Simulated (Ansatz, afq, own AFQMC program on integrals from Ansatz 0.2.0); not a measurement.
# The B2–C1 bond of CH₃BI, doublet, worked out

```xyz
6

C    -0.3512    0.3520   -0.3242
B     0.1023   -1.0390    0.1788
I     1.8007   -1.4949    1.3427
H    -1.0322    0.7475    0.4548
H     0.4656    1.0816   -0.4480
H    -0.9431    0.2889   -1.2504
```

The molecule and both fragments are relaxed with PBE0/def2-SVP; the fragments keep their bonds.

Basis def2-TZVP with its core potentials. Noble-gas cores (and the filled d shells of Ga–Kr and In–Xe) are frozen. AFQMC by an in-house program on the Cholesky factors that Ansatz 0.2.0 writes for its CCSD(T) run. ph-AFQMC/CISD is guided by a CISD state made of CCSD amplitudes; releasing the constraint for a short imaginary time cuts its bias at the price of noise, slowly where states lie close. Uncertainties: one standard error, sampling alone. No spin–orbit coupling.

Total energies in eV. CBS is CCSD(T) at the limit of def2-TZVPP/QZVPP (extrapolated itself); the highest rung of each member is named.

Cautions: inner d shell frozen; no spin-orbit coupling; CH₃BI (doublet): the released value is read at 1.50 1/Eh with a noise of 12 meV, more than in the cases checked (meV from the phaseless value at times in 1/Eh: -16 ± 7 at 0.24, -8 ± 8 at 0.51, -19 ± 10 at 0.99, -13 ± 12 at 1.50); BI (singlet): higher spins were not checked, restricted determinant unstable towards unrestricted (UHF 61 meV lower, ⟨S²⟩ 0.30), raised T1 diagnostic (T1 0.023, weight of the determinant 0.85, largest double 0.08), its ph-AFQMC/CISD value lies 24 ± 5 meV above CCSDT(Q).

```tsv
member	count	CCSD(T)/def2-TZVP	highest rung in def2-TZVP	which	CCSD(T)/CBS
BI, singlet	+1	-8749.0900	-8749.1438	CCSDT(Q)	-8750.2524
CH3 (doublet)	+1	-1081.7482	-1081.7646	CCSDT(Q)	-1082.4477
CH₃BI, doublet	-1	-9833.8302	-9833.8906 ± 0.0122	released AFQMC	-9835.7826
```

Q: Work out the best estimate of the bond energy: the CCSD(T)/CBS difference plus the step from CCSD(T) to the highest rung.

A: Sums with the counts: CCSD(T)/CBS 3.0825 eV, highest rung 2.9822 eV, CCSD(T)/def2-TZVP 2.9920 eV. The step is 2.9822 − 2.9920 = -0.0098 eV, so the best estimate is 3.0825 + (-0.0098) = 3.0727 eV, with sampling noise 0.012 eV. The step is under twice that noise, so its sign is open. The basis set is worth 0.091 eV of it. Zero-point, core-correlation and spin–orbit terms aren't in it.

Best estimates are given only where the step beyond CCSD(T) is under 0.3 eV and no member's determinant is very poor (T1 over 0.05, or 0.07 for open shells, ⟨S²⟩ too high by 0.3, two states mixed), so the hardest cases are missing from such tables.

CCSDT and higher add their correlation energy to the determinant of the CCSD(T) run, since their own runs factorise the integrals more tightly (a shift of under 2 meV). Each member of a difference takes its own highest rung, so a best estimate needn't equal the limit plus the step of one row. A walk keeps the symmetry of its determinant, which the program's search chose and which needn't be the lowest solution, so a lower state of the same spin and another symmetry isn't excluded. Released energies are given only where the last usable release times agree within the noise; a slower fall can still hide under it. The exponents were fitted on light atoms, and def2 sets of heavy atoms don't grow evenly, so the limit is rough here.
